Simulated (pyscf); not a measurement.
H₂N–GeH•–Cl (SMILES [NH2][GeH][Cl]) + H₂ (SMILES [H][H]) → Cl–GeH: (SMILES [Cl][GeH]) [singlet] + H• (SMILES [H]) + NH₃ (SMILES N) (concerted fragmentation; doublet surface; Ge–N, H–H broken, H–N formed). PySCF, gas phase, ωB97X-D3(BJ)/def2-SVP geometries. Energies in kJ/mol from the separated reactants.

| level | barrier | reaction energy |
|---|---|---|
| PBE/def2-TZVP | … | … |
| r²SCAN/def2-TZVP | 153.7 | +239.2 |
| PBE0-D3(BJ)/def2-TZVP | 159.6 | +219.8 |
| M06-2X/def2-TZVP | 204.9 | +239.1 |
| ωB97M-D3(BJ)/def2-TZVP | … | +209.7 |
| HF/def2-TZVP | 221.6 | +178.4 |

Task: Complete the blanks.

Result: 
- PBE/def2-TZVP, barrier: 131.0
- PBE/def2-TZVP, reaction energy: +211.3
- ωB97M-D3(BJ)/def2-TZVP, barrier: 178.3

On the product side the descent ends in an adduct with a Ge–N contact (not fully relaxed), 110.2 kJ/mol under the separated species and 72.0 kJ/mol under the saddle at ωB97X-D3(BJ)/def2-TZVP. At PBE, r²SCAN, PBE0-D3(BJ), M06-2X, ωB97M-D3(BJ) the saddle lies under the separated products, which points to a path from their complex (located at ωB97X-D3(BJ) alone), and parting the products costs more than the saddle. What is counted as broken (Ge–N) persists as a longer contact in the product adduct; parting that adduct is a step of its own. This is the saddle that the search found; another between the same sides may lie lower. Elements up to Kr have no core potential and no relativistic terms here.
